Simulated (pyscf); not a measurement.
`[OH][As]=[AsH]` → `[As]#[As]` + `[OH2]`, an elimination (singlet surface; As–O, As–H broken, H–O formed). Optimised with ωB97X-D3(BJ)/def2-SVP in PySCF. Correlated levels are frozen-core, on RHF or UHF. ΔMP2 is the change of the MP2 total energy from the triple- to the quadruple-zeta basis. Energies in kJ/mol from the reactant's lowest minimum found.

AM1 to PM7: differences of heats of formation from MOPAC, which are fitted to 298 K values and so differ in kind from electronic energies by zero-point and thermal terms. 

**Question.** In single points PM3 puts the saddle at 153.6 kJ/mol and the reaction energy at +35.5 kJ/mol. Should these be trusted to within a few kcal/mol? Compare with CCSD(T)/def2-TZVPP + ΔMP2(QZVPP).

**Answer.** CCSD(T)/def2-TZVPP + ΔMP2(QZVPP) gives ΔE‡ = 120.6 kJ/mol and ΔE = -24.2 kJ/mol. PM3 lies 32.9 kJ/mol over it in the barrier and 59.7 kJ/mol over it in the reaction energy, so on this step it does not hold to within 12.6 kJ/mol. CCSD(T)/def2-TZVPP + ΔMP2(QZVPP) has limits of its own. This is the saddle that the search found; another between the same sides may lie lower. The CCSD(T) − MP2 part came from Ansatz, without density fitting, on the same reference. The frozen core leaves the outer d or s,p core shells of the metals and heavy elements correlated in the MP2 and CC values, and def2-TZVPP describes them poorly, which can shift differences by a few kcal/mol. In the def2 sets elements up to Kr have no core potential.
